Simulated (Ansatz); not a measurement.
Working through harmonic frequencies at the relaxed geometry of C₂H₂FO (charge -1), SMILES [O-]/C=C/F

Program: the Python package of Ansatz (0.2.0).

At the Python prompt:
```pycon
>>> import ansatz as az
>>> import numpy as np
>>> BASIS_SET = 'cc-pVDZ'
>>> XC = 'HF'
>>> NET_CHARGE = -1
>>> GEOMETRY = '''
... O     1.71060   -0.61070    0.02820
... C     0.68020    0.10940   -0.02100
... C    -0.61830   -0.20610    0.02890
... F    -1.58890    0.72530   -0.04070
... H     0.83760    1.18450   -0.12190
... H    -1.02120   -1.20230    0.12650
... '''
>>> molecule = az.Crystal.molecule()
>>> for line in GEOMETRY.strip().splitlines():
...     symbol, *xyz = line.split()
...     molecule = molecule.atom(symbol, [float(v) for v in xyz])
...
>>> setup = (
...     molecule.calculation()
...     .basis(gaussian=BASIS_SET)
...     .functional(XC)
...     .charge(NET_CHARGE)
... )
>>> symbols = [site.symbol for site in molecule.cartesian_sites]
>>> start = np.array([site.position_ang for site in molecule.cartesian_sites], dtype=float)
>>> r = setup.relax(force_tolerance=0.003, max_steps=100).run(threads=1).report

>>> end = np.array(r['positions_ang'])
>>> print('final positions (A) and the move of each atom')
final positions (A) and the move of each atom
>>> for symbol, xyz, old in zip(symbols, end, start):
...     print(f'{symbol:2s} {xyz[0]:10.5f} {xyz[1]:10.5f} {xyz[2]:10.5f}   {np.linalg.norm(xyz - old):7.4f}')
...
O     1.72097   -0.61644    0.02858    0.0119
C     0.70004    0.10448   -0.02088    0.0204
C    -0.61216   -0.23773    0.03161    0.0323
F    -1.58746    0.76077   -0.04391    0.0356
H     0.81905    1.21335   -0.12424    0.0344
H    -1.04045   -1.22433    0.12884    0.0293
>>> minimum = az.Crystal.molecule()
>>> for symbol, place in zip(symbols, end):
...     minimum = minimum.atom(symbol, place.tolist())
...
>>> vibrating = (
...     minimum.calculation()
...     .basis(gaussian=BASIS_SET)
...     .functional(XC)
...     .charge(NET_CHARGE)
...     .phonons(temperatures=(200, 600, 100))
... )
>>> vib = vibrating.run(threads=1).report['vibrations']
>>> sums = vib['harmonic_sums']
>>> modes = [m['omega_inv_cm'] for m in sums['modes_at_gamma'] if m['rigid_motion'] == 'no']
>>> print('frequencies (1/cm):', ' '.join(f'{w:.0f}' for w in modes))
frequencies (1/cm): 275 361 605 622 1079 1125 1328 1410 1479 1814 2916 3369
>>> print('imaginary modes:', sum(w < 0 for w in modes), ' zero-point energy:', round(sums['zero_point_energy_ev'], 4), 'eV')
imaginary modes: 0  zero-point energy: 1.0157 eV
>>> print('T (K)   F_vib (eV)   S_vib (meV/K)   C_vib (meV/K)')
T (K)   F_vib (eV)   S_vib (meV/K)   C_vib (meV/K)
>>> for row in zip(sums['temperatures_k'], sums['vibrational_free_energy_ev'], vib['entropy_ev_per_k'], vib['heat_capacity_ev_per_k']):
...     print(f'{row[0]:6.1f} {row[1]:11.4f} {1000 * row[2]:13.4f} {1000 * row[3]:15.4f}')
...
 200.0      1.0114        0.0769          0.1601
 300.0      0.9995        0.1628          0.2699
 400.0      0.9786        0.2548          0.3733
 500.0      0.9485        0.3483          0.4653
 600.0      0.9090        0.4402          0.5434
```

Caveats:
- The frequencies are harmonic and unscaled, in a modest basis. The result belongs to the one conformer reached from this start, and soft torsions count as harmonic oscillators.
- Anions want diffuse functions, which this basis lacks.
- Hardware and time: 18 s on 1 thread of Intel(R) Xeon(R) 6975P-C (Granite Rapids) (shared host), peak memory 0.2 GiB.

(Lines on the test bed's own set-up are left out of the output.)
